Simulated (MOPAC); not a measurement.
MOPAC input (PM7):

```
PM7 PRECISE GNORM=0.05 LET XYZ UHF MS=0.5 GEO-OK AUX(PRECISION=9) THREADS=1
C4H4N

H     0.01447342 1    0.08638095 1    2.15652780 1
N     0.00783130 1    0.06957397 1    1.15314312 1
C     0.00674851 1    1.15106397 1    0.33837805 1
C    -0.00183715 1   -1.06265205 1    0.35791557 1
C    -0.00329642 1    0.78425359 1   -0.97400704 1
C    -0.00878289 1   -0.64908884 1   -0.95028013 1
H    -0.00286866 1   -2.04741204 1    0.79197534 1
H    -0.00643389 1    1.42496570 1   -1.83754978 1
H    -0.01698230 1   -1.29241246 1   -1.81499389 1
```

Problem. What heat of formation does the run end on?

Solution. 87.23 kcal/mol.
